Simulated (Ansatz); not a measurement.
# BHO (singlet): the correlation ladder at distance B1–O2 = 1.097 Å, 6-31G

How much of the correlation energy of BHO (singlet) does each wave-function method recover here?

The runs use Ansatz 0.2.0, Gaussian basis; 6-31G, core rule «outside noble gas», up to 2 orbitals frozen.

Plan: UHF; CCSD(T) on RHF; BCCD(T) on RHF; CISD; CCSDT(Q) on RHF; CCSDTQ on RHF; CASSCF and MRCISD+Q, 2 electrons in 2 orbitals; CASSCF and NEVPT2, 2 electrons in 2 orbitals; CASSCF and MRCISD+Q, 10 electrons in 9 orbitals; CASSCF and MRCISD+Q(relaxed), 10 electrons in 9 orbitals; CASSCF and NEVPT2, 10 electrons in 9 orbitals; Full CI.

22 further runs of the same task are left out: 8 for a known fault of the program, 8 that didn't finish, 6 set aside as unsound or not needed.

## 1. The system

The geometry derives from a PBE0/def2-TZVP stationary point (not a proven minimum). One bond is set to the value named and the two fragments are kept rigid.

3 atoms, charge 0, spin multiplicity 1.

Atoms are counted from 1 here; the program's logs count them from 0.

Bond lengths: B1–O2 1.097 Å, B1–H3 1.173 Å. Angles: O2–B1–H3 180.0°.

Geometry (Å):

```mol
BHO
  3D, bonds by distance, orders not assigned

  3  2  0  0  0  0  0  0  0  0999 V2000
    0.0000    0.0000   -0.0252 B   0  0
    0.0000    0.0000   -1.1222 O   0  0
    0.0000    0.0000    1.1475 H   0  0
  1  2  8  0
  1  3  8  0
M  END
```

## 2. UHF

Input file in.yaml:

```yaml
crystal:
  periodic: [false, false, false]
  atoms:
    - {symbol: B, position_ang: [0.000000, 0.000000, -0.025236]}
    - {symbol: O, position_ang: [0.000000, 0.000000, -1.122236]}
    - {symbol: H, position_ang: [0.000000, 0.000000, 1.147471]}
basis:
  gaussian: {orbitals: 6-31G}
magnetization: {spin_polarized: true, initial_magnetization: 0}
hamiltonian: {xc: hf}
output: {orbitals: {seedname: orbitals}}
```

On the command line:

```console
> ansatz run in.yaml --threads 1 --pin off --events-out ev --progress --plain --max-ram 2393MiB
```

Further steps of the session: CCSD(T) on RHF; BCCD(T) on RHF; CISD; CCSDT(Q) on RHF; CCSDTQ on RHF; CASSCF and MRCISD+Q, 2 electrons in 2 orbitals; CASSCF and NEVPT2, 2 electrons in 2 orbitals; CASSCF and MRCISD+Q, 10 electrons in 9 orbitals; CASSCF and MRCISD+Q(relaxed), 10 electrons in 9 orbitals; CASSCF and NEVPT2, 10 electrons in 9 orbitals; Full CI.

Q: Predict the results of all the runs planned. Wanted: FCI below the RHF energy; RMP2 from FCI; RCCSD from FCI; RCCSD(T) from FCI; RCCSDT(Q) from FCI; NEVPT2 pair from FCI; MRCISD+Q pair from FCI; NEVPT2 valence from FCI; T1 diagnostic.

**Answer**, as computed:

| quantity | value |
| --- | --- |
| FCI below the RHF energy | -5.1680 eV |
| RMP2 from FCI | +265.4 meV |
| RCCSD from FCI | +162.4 meV |
| RCCSD(T) from FCI | +25.4 meV |
| RCCSDT(Q) from FCI | -2.3 meV |
| NEVPT2 pair from FCI | +224.3 meV |
| MRCISD+Q pair from FCI | +89.2 meV |
| NEVPT2 valence from FCI | +403.6 meV |
| levels within 1 kcal/mol (43 meV) | RCCSD(T), BCCD(T), RCCSDT, RCCSDT(Q), RCCSDTQ, MRCISD+Q valence, MRCISD+Q(relaxed) valence |
| T1 diagnostic | 0.019 |
| effectively unpaired electrons | 0.05 |

What this shows: RCCSD(T) lands +25.4 meV from the yardstick (0.5 % of the correlation energy). RCCSDT(Q) falls below full CI, which methods that aren't variational can do. One determinant dominates. Of the multireference levels listed MRCISD+Q(relaxed) valence comes nearest in total energy (-1.4 meV), which doesn't show that its space is the better one. These misses are within one basis, not against nature.
